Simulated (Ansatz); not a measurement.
Cu2ZnSnS4 (I-4, No. 82) was calculated with PBEsol (PAW; Ansatz, a quantum-chemistry and plane-wave program).

Numerical settings: plane-wave cutoff 500 eV, 10×10×10 k mesh, Fermi–Dirac smearing 0.05 eV, no spin polarisation, scalar-relativistic PAW data made under PBE.

Computed at the level's own relaxed cell.

**Question.** Predict the equilibrium volume per atom, lattice constant a and lattice parameter c.

**Answer.** 
- equilibrium volume per atom = 19.41 Å³/atom
- lattice constant a = 5.374 Å
- lattice parameter c = 10.752 Å

Spin–orbit coupling is not included.

The computed numbers hold no vibrational or temperature effects.
